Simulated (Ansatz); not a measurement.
```yaml
crystal:
  periodic: [false, false, false]
  atoms:
    - {symbol: Al, position_ang: [0.000000, 0.000000, 0.000000]}
    - {symbol: Al, position_ang: [0.000000, 0.000000, 2.250600]}
basis:
  gaussian: {orbitals: def2-TZVP}
total_charge: 1
magnetization: {spin_polarized: true, initial_magnetization: 1}
hamiltonian: {xc: pbe0}
relax: {f_tol: 0.004, max_steps: 80}
```

```sh
$ ansatz run in.yaml --threads 1 --pin off --events-out ev --progress --plain --max-ram 2176MiB
```

Steps of the relaxation (energy above the last step; positions in Å, forces in eV/Å):

```
2
step 1, 1242.3 meV
Al    0.000    0.000    0.000    0.000    0.000   -3.844
Al    0.000    0.000    2.251    0.000    0.000    3.844
```

```
2
step 2, 652.2 meV
Al    0.000    0.000   -0.124    0.000    0.000   -1.242
Al    0.000    0.000    2.375    0.000    0.000    1.242
```

```
2
step 3, 331.6 meV
Al    0.000    0.000   -0.221    0.000    0.000   -1.603
Al    0.000    0.000    2.472    0.000    0.000    1.603
```

```
2
step 8, 0.3 meV
Al    0.000    0.000   -0.505    0.000    0.000    0.027
Al    0.000    0.000    2.756    0.000    0.000   -0.027
```

```
2
step 9, 0.0 meV
Al    0.000    0.000   -0.493    0.000    0.000   -0.002
Al    0.000    0.000    2.744    0.000    0.000    0.002
```

Close pairs at the end: Al1–Al2 3.237 Å.

A stationary point of unrestricted PBE0 after 9 steps, with ⟨S²⟩ = 0.766 against 0.75 for a pure state. 16 s on 1 thread of Intel Xeon Platinum 8488C, shared host.
